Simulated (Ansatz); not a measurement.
in.yaml

```yaml
crystal:
  periodic: [false, false, false]
  atoms:
    - {symbol: Si, position_ang: [-1.016786, 0.000000, 0.000000]}
    - {symbol: H, position_ang: [-1.511658, 1.399708, 0.000000]}
    - {symbol: H, position_ang: [-1.511657, -0.699854, 1.212183]}
    - {symbol: H, position_ang: [-1.511658, -0.699854, -1.212183]}
    - {symbol: H, position_ang: [0.801214, 0.000000, 0.000000]}
    - {symbol: F, position_ang: [1.701214, 0.000000, 0.000000]}
basis:
  gaussian: {orbitals: cc-pVDZ}
magnetization: {spin_polarized: false, initial_magnetization: 1}
correlation: {active_space: {ras: {orbitals: [7, 1, 38], electrons: 15, max_holes: 2, max_particles: 2}, fixed_orbitals: true}}
```

```sh
$ ansatz run in.yaml --threads 1 --pin off --events-out ev --progress --plain --max-ram 2816MiB --backend cpu
```

(1) Roughly how long does this take on 1 thread of AMD EPYC 7R13, shared host, and how much host memory?

```
482 factors; integrals over basis functions are off by at most 1.3e-3 eV
mean field evaluation 1: about -10627.5697 eV, gradient 2.4e1 eV
mean field evaluation 2: about -10627.5949 eV, gradient 2.4e1 eV
mean field evaluation 4: about -10629.1593 eV, gradient 2.0e0 eV
mean field evaluation 8: about -10629.1889 eV, gradient 8.7e-2 eV
mean field -10629.18896066 eV, -390.6154895811 hartree, gradient 1.3e-6 eV, S^2 0.750000; 0 other end points of the search recorded, 0 dependent functions left out
reference -10629.18896066 eV, -390.6154895811 hartree; 14, 13 occupied and 38, 39 virtual orbitals, 482 factors
state -10637.59937129 eV, -390.9245664711 hartree
Total energy: -10637.59937129 eV, -390.9245664711 hartree
```

Natural occupations: 1.9908 1.9819 1.9819 1.9765 1.9749 1.9686 1.9686 0.9948 0.0178 0.0154 0.0150 0.0150 0.0118 0.0118 0.0078 0.0068 0.0068 0.0058 0.0056 0.0056 0.0037 0.0034 0.0033 0.0033.

For the same geometry and basis UCCSDT(Q) lies 911.9 meV lower.

Results:

(1) 7 s wall and 0.19 GiB.
